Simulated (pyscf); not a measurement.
## Routes from H₃Si–SeH + H₂

Candidate steps break at most two bonds and form at most two. Each was searched with GFN2-xTB (tblite) first. Single points on ωB97X-D3(BJ)/def2-SVP structures (PySCF, gas phase). Energies: ωB97M-D3(BJ)/def2-TZVP, kcal/mol, from the separated reactants, singlet surface; ΔG‡ with ideal gas, 1 atm, RRHO with modes under 100 cm⁻¹ raised to 100, one conformer, R ln 2 for chiral ones without a mode under 150 cm⁻¹.

```json
[
 {"products": "H₂Se + SiH₄", "type": "four-centre exchange", "ΔE‡": "56.9", "ΔE": "+8.0", "ΔG‡ 298 K": "64.9", "ΔG‡ 900 K": "81.9", "ν‡ (cm⁻¹)": "1380i"},
 {"products": "H₃Si–SeH + H₂", "type": "four-centre exchange (H–Si, H–H broken, H–Si, H–H formed)", "ΔE‡": "63.6", "ΔE": "0.0", "ΔG‡ 298 K": "72.7", "ΔG‡ 900 K": "90.8", "ν‡ (cm⁻¹)": "1739i"},
 {"products": "H₃Si–SeH + H₂", "type": "four-centre exchange (H–Se, H–H broken, H–Se, H–H formed)", "ΔE‡": "67.2", "ΔE": "0.0", "ΔG‡ 298 K": "75.5", "ΔG‡ 900 K": "93.6", "ν‡ (cm⁻¹)": "2645i"}
]
```

Plain bond fissions and candidates not yet searched are not listed, and one of them may be faster. Each barrier is that of the saddle found; lower ones may exist. Elements up to Kr have no core potential and no relativistic terms here.
